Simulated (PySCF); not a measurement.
Simulated C 1s region for `C=PCC#N`, binding energy against the vacuum level.

Every computed line was given a Gaussian of 0.8 eV full width at half maximum and an area set by the number of equivalent atoms; the highest printed point is 100. Theory: delta-SCF UKS SCAN, pcX-2 on the ionised atom, pcseg-1 elsewhere, spin-free X2C (PySCF 2.14.0).

binding energy (eV), intensity and a bar:
```
    289.6          0 
    289.7          0 
    289.8          1 
    289.9          2 #
    290.0          5 #
    290.1          8 ##
    290.2         14 ####
    290.3         22 ######
    290.4         31 #########
    290.5         40 ############
    290.6         47 ##############
    290.7         51 ###############
    290.8         51 ###############
    290.9         47 ##############
    291.0         39 ############
    291.1         30 #########
    291.2         22 #######
    291.3         15 #####
    291.4         12 ###
    291.5         12 ###
    291.6         15 #####
    291.7         24 #######
    291.8         36 ###########
    291.9         52 ###############
    292.0         69 #####################
    292.1         85 #########################
    292.2         96 #############################
    292.3        100 ##############################
    292.4         96 #############################
    292.5         85 ##########################
    292.6         70 #####################
    292.7         53 ################
    292.8         36 ###########
    292.9         23 #######
    293.0         14 ####
    293.1          7 ##
    293.2          4 #
    293.3          2 
    293.4          1 
    293.5          0
```

Question: Count the maxima, the lines and the sites behind this envelope.

Answer: The curve has 2 maxima (at 290.7 and 292.3 eV). Under it lie 3 lines from 3 inequivalent carbon sites. At this width some lines have no maximum of their own.

Question: Decompose the envelope and assign each component. Numbering: `[CH2:1]=[P:2][CH2:3][C:4]#[N:5]`.

Answer: 
```csv
position (eV),relative area,line,atoms,environment
290.75,1,C 1s,C1,carbon bonded to P and 2 H
292.22,1,C 1s,C3,sp3 carbon bound to phosphorus
292.39,1,C 1s,C4,nitrile carbon
```

The listed C 1s values span 1.64 eV, from C1 (bonded to 2 H and P (double bond)) to C4 (bonded to N (triple bond) and C). The widest gap between neighbouring values is 1.47 eV, between 290.75 and 292.22 eV.

The curve has no shake-up lines and no vibrational structure. One conformer (not necessarily the lowest) at the PBE0-D3(BJ)/def2-SVP geometry, without solvent, vibrations or thermal averaging.

Time: 36 s of wall time; peak memory 0.43 GiB. Hardware: one thread, Intel Xeon Platinum 8488C (x86_64), shared host.

Shape of the structure used: `[CH2:1]=[P:2][CH2:3][C:4]#[N:5]`: C1–P2–C3–C4 0°.
